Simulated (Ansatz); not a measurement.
System: rock-salt ZrC. Method: r²SCAN+rVV10 (Ansatz, a quantum-chemistry and plane-wave program, plane waves, PAW).

Settings: plane-wave cutoff 500 eV, 14×14×14 k mesh, Fermi–Dirac smearing 0.05 eV, scalar-relativistic PAW data made under PBE.

Computed at the level's own relaxed cell.

Q: Give the computed volume per atom and equilibrium lattice constant a.

A: 
volume per atom: 13.00 Å³/atom
equilibrium lattice constant a: 4.703 Å

Measured, for comparison: equilibrium volume per atom 12.95 Å³/atom, lattice constant a 4.696 Å (temperature not stated, no zero-point or thermal correction; as tabulated in Zhang et al. (2018), doi:10.1088/1367-2630/aac7f0). Computed (rounded) less measured: equilibrium volume per atom +0.4 %, lattice constant a +0.1 %.

The result took very roughly 11 core-seconds.
